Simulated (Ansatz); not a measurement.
System: anatase TiO2 (metastable phase). Method: LDA (Ansatz, a first-principles code, PAW).

Run with plane-wave cutoff 520 eV, 12×12×12 k mesh, Fermi–Dirac smearing 0.01 eV, no spin polarisation, scalar-relativistic PAW data made under PBE.

Cell (relaxed at this level):

Space group I4₁/amd, origin choice 1 (No. 141); a = b = 3.740 Å, c = 9.455 Å, α = β = γ = 90.00°

```json
[
 {"atom": "Ti", "site": "4a", "symmetry": "-4m2", "x": "0.0000", "y": "0.0000", "z": "0.0000"},
 {"atom": "O", "site": "8e", "symmetry": "2mm.", "x": "0.0000", "y": "0.0000", "z": "0.2080"}
]
```
(The calculation used a cell of 6 atoms; values per cell refer to that cell.)

Question: Give the computed pressure derivative B′ of the bulk modulus, band gap, bulk modulus B0 and direct gap at Γ.

Answer: 
* **pressure derivative B′ of the bulk modulus**: 2.0
* **band gap**: 2.08 eV (indirect)
* **bulk modulus B0**: 191 GPa
* **direct gap at Γ**: 2.60 eV

Note: the bulk modulus comes from volumes at which shape and atoms were relaxed.

Static lattice: no zero-point or thermal effects.

It cost about 7 core-minutes (a rough figure) of CPU time.
